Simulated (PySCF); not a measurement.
**AlH3O2**

AlH3O2 is a small molecule, neutral, singlet. The structure, one conformer, was relaxed in the gas phase by PBE0-D3(BJ)/def2-SVP. No frequency run checks that it is a minimum.

SMILES: [OH][AlH][OH]

```tsv
atom	x (Å)	y (Å)	z (Å)
O1	0.896	1.210	-0.159
Al2	-0.449	0.256	0.244
O3	-0.556	-1.416	-0.032
H4	1.724	0.969	-0.573
H5	-1.674	0.967	0.915
H6	0.080	-2.018	-0.418
```

Shieldings: GIAO PBE0/pcSseg-2. Shifts are against computed references at the same level: H TMS (σ 31.24 ppm). Core levels by delta-SCF with SCAN, pcX-2 on the ionised atom and pcseg-1 elsewhere, spin-free X2C (2p3/2 is the spin-free 2p value less a third of a first-order spin-orbit splitting); from the vacuum level, for chosen atoms.

(1) Give the shieldings and core levels atom by atom.

(2) By CAM-B3LYP/def2-SVPD (TDDFT singlets, Tamm-Dancoff triplets, ionisation by delta-SCF), where does absorption start, and what does vertical ionisation take?

Results:

(1) 
```
atoms   bonded to  σ (ppm)  δ (ppm)  core level (eV)
O1 O3  1 Al + 1 H    289.1        -        1s 538.18
  Al2   2 O + 1 H    446.5        -      2p3/2 80.91
H4 H6         1 O    29.93     1.31                -
   H5        1 Al    27.33     3.92                -
```

Values are those of this one static structure; atoms that internal rotation interchanges would show their mean in an NMR spectrum.

(2) The first singlet with intensity lies at 7.52 eV (f 0.049); what lies below it is dark. The lowest singlet lies at 7.35 eV (f 0.000), the strongest of the first 6 at 8.26 eV (f 0.263), the lowest triplet at 7.02 eV; vertical ionisation takes 11.88 eV.

The 3 runs behind this took 43 s in all, one thread each of AMD EPYC 7R43 64-Core on a shared host, launched as `OMP_NUM_THREADS=1 python cluster_run.py task.json out`.
